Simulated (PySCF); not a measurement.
A structure optimised at PBE0-D3(BJ)/def2-TZVP, used in a PySCF frequency run:

```xyz
5

O     -0.0900    -1.1107     0.0000
C      0.3966     0.1327     0.0000
O     -0.2622     1.1287     0.0000
H     -1.0567    -1.0414     0.0000
H      1.4952     0.1014     0.0000
```

**Question.** Write its SMILES, formula and point group.

**Answer.** O=CO, CH2O2, Cs

**Question.** What are its rotational constants (standard atomic weights)?

**Answer.** 78.347, 12.191, 10.549 GHz
